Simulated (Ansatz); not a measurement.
in.yaml

```yaml
crystal:
  periodic: [false, false, false]
  atoms:
    - {symbol: N, position_ang: [0.012198, 0.000164, -0.000001]}
    - {symbol: H, position_ang: [0.830124, 0.011151, -0.000057]}
    - {symbol: H, position_ang: [-0.511726, 0.880109, -0.002763]}
    - {symbol: H, position_ang: [-0.487900, -0.893538, 0.002831]}
basis:
  gaussian: {orbitals: 6-31G}
total_charge: 1
magnetization: {spin_polarized: false, initial_magnetization: 1}
correlation: {method: fci, electrons: outside_noble_gas}
```

```sh
$ ansatz run in.yaml --threads 1 --pin off --events-out ev --progress --plain --max-ram 2393MiB
```

The program prints:

```
337 factors; integrals over basis functions are off by at most 2.1e-7 eV
mean field evaluation 1: about -1516.9454 eV, gradient 2.8e1 eV
mean field evaluation 2: about -1516.9457 eV, gradient 2.8e1 eV
mean field evaluation 4: about -1518.5519 eV, gradient 1.2e0 eV
mean field evaluation 8: about -1518.5557 eV, gradient 1.6e-4 eV
mean field -1518.55571399 eV, -55.8058931750 hartree, gradient 1.2e-6 eV, S^2 0.750000; 0 other end points of the search recorded, 0 dependent functions left out
mean field evaluation 16: about -1518.6358 eV, gradient 3.7e-1 eV
1 core orbitals not correlated: weight in the atoms' cores, before any rotation towards them, 1.000 or more for the frozen orbitals, at most 0.000 for the correlated occupied ones
reference -1518.55571399 eV, -55.8058931750 hartree; 4, 3 occupied and 10, 11 virtual orbitals, 337 factors
state -1521.28835247 eV, -55.9063157871 hartree
Total energy: -1521.28835247 eV, -55.9063157871 hartree
```

Natural occupations: 1.9846 1.9755 1.9718 0.9943 0.0226 0.0225 0.0130 0.0063 0.0034 0.0028 0.0023 0.0004 0.0003 0.0002.

Ran on 1 thread of Arm Neoverse V1, shared host: 0.84 s wall, 0.12 GiB peak host memory.
